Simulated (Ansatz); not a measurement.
Input and output for CH2BN (`B1C=N1`).

```yaml
crystal:
  periodic: [false, false, false]
  atoms:
    - {symbol: B, position_ang: [-0.670718, -0.126628, -0.276306]}
    - {symbol: C, position_ang: [0.617773, 0.294074, 0.208075]}
    - {symbol: N, position_ang: [0.354932, -0.980919, 0.239668]}
    - {symbol: H, position_ang: [-1.759455, -0.095879, -0.727952]}
    - {symbol: H, position_ang: [1.507367, 0.835651, 0.515115]}
basis:
  gaussian: {orbitals: aug-cc-pVDZ, nuclear_model: gaussian}
hamiltonian: {xc: {name: B3LYP}, dispersion: d4}
scf: {lower_state_search: off}
```

```sh
$ ansatz run in.yaml --threads 2 --pin off --events-out ev --progress --plain --max-ram 4352MiB
```

It prints (some lines left out):

```
Functional definition: B3LYP
777 factors; their error is unknown
mean field evaluation 1: about -3229.3405 eV, gradient 4.6e1 eV
mean field evaluation 2: about -3223.5484 eV, gradient 6.7e1 eV
mean field evaluation 4: about -3234.5388 eV, gradient 4.7e0 eV
mean field evaluation 8: about -3234.5886 eV, gradient 1.4e-2 eV
mean field evaluation 16: about -3234.5763 eV, gradient 1.2e-6 eV
mean field -3234.57633925 eV, -118.8684879927 hartree, gradient 1.6e-6 eV, S^2 0.000000; 0 other end points of the search recorded, 0 dependent functions left out
reference -3234.57659769 eV, -118.8684974903 hartree; 10, 10 occupied and 77, 77 virtual orbitals, 777 factors
Total energy: -3234.67003173 eV, -118.8719311279 hartree
Checks for a lower state left out: stability, starts, cluster_reference, orbital_swaps, neighbouring_geometries, increment
```

It took 0.5 s on 2 threads of an Arm Neoverse V2 on a shared host, with 0.25 GiB of host memory at the peak.
